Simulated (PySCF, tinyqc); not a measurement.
CISD on RHF in the sto-6g basis, frozen core, for HF, spin multiplicity 1, step by step. The lowest restricted solution is unstable here: a spin-polarised one lies 0.0026 hartree lower (PySCF). One step of it, computed by the program tinyqc.

Problem. CISD: roots. Diagonalise (each vector has its largest component positive (the first on a tie)); all determinants have Ms = 0, so triplets appear too. The lowest singlet root is the correlation energy.

Occupation strings over the orbitals (2 doubly, a alpha, b beta, 0 empty; spin orbitals ordered 1a 1b 2a 2b ...): 222220 22a22b 2a222b 22b22a 2b222a 222202 222022 220222 2ab222 2ba222 202222

H - E(HF) between determinants (hartree), lower triangle:
```
           222220     22a22b     2a222b     22b22a     2b222a     222202     222022     220222
222220   0.000000
22a22b   0.000000   0.420443
2a222b   0.000000  -0.009708   1.228000
22b22a   0.000000  -0.232114  -0.036334   0.420443
2b222a   0.000000  -0.036334  -0.090959  -0.009708   1.228000
222202   0.028698   0.022387   0.027971  -0.022387  -0.027971   0.882927
222022   0.028698   0.022387   0.027971  -0.022387  -0.027971   0.053789   0.882927
220222   0.232114   0.071169  -0.078743  -0.071169   0.078743   0.035382   0.035382   0.897851
2ab222  -0.036334   0.078743  -0.215406  -0.030293   0.077174   0.027199   0.027199   0.070561
2ba222   0.036334  -0.030293   0.077174   0.078743  -0.215406  -0.027199  -0.027199  -0.070561
202222   0.090959   0.077174   0.031864  -0.077174  -0.031864   0.189836   0.189836   0.134720

           2ab222     2ba222    202222
2ab222   1.732297
2ba222  -0.134720   1.732297
202222   0.100984  -0.100984  2.733010
```

Give: lowest roots of this matrix, relative to E(HF); lowest vectors; <S^2> of these roots; weight of the ground state by excitation level 0, 1, 2, ....

Solution.

lowest roots of this matrix, relative to E(HF) (hartree): -0.062  0.185  0.609  0.829  0.858  0.969  1.100  1.216

lowest vectors:
```
        root 1  root 2  root 3  root 4
222220   0.969   0.000  -0.094   0.000
22a22b   0.023   0.706   0.673   0.000
2a222b  -0.007   0.031  -0.077   0.000
22b22a  -0.023   0.706  -0.673   0.000
2b222a   0.007   0.031   0.077   0.000
222202  -0.018   0.000  -0.023   0.707
222022  -0.018   0.000  -0.023  -0.707
220222  -0.239   0.000  -0.254   0.000
2ab222   0.026  -0.021  -0.062   0.000
2ba222  -0.026  -0.021   0.062   0.000
202222  -0.021   0.000  -0.016   0.000
```

<S^2> of these roots: 0.000  2.000  0.000  0.000  0.000  0.000  2.000  0.000

weight of the ground state by excitation level 0, 1, 2, ...: 0.939  0.001  0.059

With one virtual orbital singles and doubles already span the full space.
